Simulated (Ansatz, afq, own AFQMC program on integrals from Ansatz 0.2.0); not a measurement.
**CHB, singlet in 6-31G, levels against full CI**

```json
{"atom": "B", "x (Å)": "0.0000", "y (Å)": "0.0844", "z (Å)": "0.7836"}
{"atom": "C", "x (Å)": "0.0000", "y (Å)": "-0.1210", "z (Å)": "-0.5840"}
{"atom": "H", "x (Å)": "0.0000", "y (Å)": "0.5359", "z (Å)": "-1.4452"}
```

Connectivity, by distances: B–CH.

Basis 6-31G. Noble-gas cores (and the filled d shells of Ga–Kr and In–Xe) are frozen. Ansatz 0.2.0 and our own AFQMC program on the same integrals; the CISD trial comes from CCSD amplitudes, and released means the phaseless constraint is let go. Error bars are statistical, one sigma.

Determinant: RHF, the one that the program's search chose, which needn't be the lowest solution. The geometry is a point of a scan.

Full CI on the same integrals is exact in this basis and with this determinant's frozen core.

Cautions: another spin lies lower; restricted determinant unstable towards unrestricted (UHF 2.50 eV lower, ⟨S²⟩ 1.32); strong correlation (T1 0.103, weight of the determinant 0.68, largest double 0.38); (T) is large, 10 % of the CCSD correlation; CCSD(T) is in doubt: in a space of 8 electrons in 8 natural orbitals full CI lies 90 meV above it; the CCSDT(Q) amplitudes may be one of several solutions (largest double 0.52); the CCSDTQ amplitudes may be one of several solutions (largest double 0.53); the released energies are still falling, so no released level is given (meV from the phaseless value at times in 1/Eh: -17 ± 3 at 0.24, -33 ± 3 at 0.51, -57 ± 3 at 0.99, -68 ± 4 at 1.62, -87 ± 3 at 2.40); CCSDTQ on the UHF determinant differs (70 meV lower), perhaps since the unrestricted series falls towards higher spin.

```
T1 diagnostic                               : 0.1029
weight of the determinant in the CISD state : 0.678
size of the correlated space                : 8 electrons in 18 orbitals
```

```json
{"level": "MP2", "correlation energy (eV)": "-4.0696"}
{"level": "CCSD", "correlation energy (eV)": "-5.3445"}
{"level": "CCSD(T)", "correlation energy (eV)": "-5.8676"}
```

(1) Estimate where phaseless AFQMC with the Hartree–Fock trial lies against CCSD(T) on the same integrals.

(1) 648.9 ± 23.0 meV above CCSD(T).

Reference: full CI, correlation energy -5.798 eV. The cautions show a poor starting determinant, so the rows tell how each method copes with it here, and full CI is the sure value.

| level | E − E(reference) (meV) | share of correlation (%) |
| --- | --- | --- |
| CCSD(T) | -69.9 | 101.21 |
| CCSDT | 27.7 | 99.52 |
| CCSDT(Q) | -25.6 | 100.44 |
| CCSDTQ | 3.4 | 99.94 |
| ph-AFQMC/HF | 578.9 ± 23.0 | 90.01 |
| ph-AFQMC/CISD | 158.7 ± 4.6 | 97.26 |

CCSDT and higher add their correlation energy to the determinant of the CCSD(T) run, since their own runs factorise the integrals more tightly (a shift of under 2 meV). A walk keeps the symmetry of its determinant, which the program's search chose and which needn't be the lowest solution, so a lower state of the same spin and another symmetry isn't excluded.
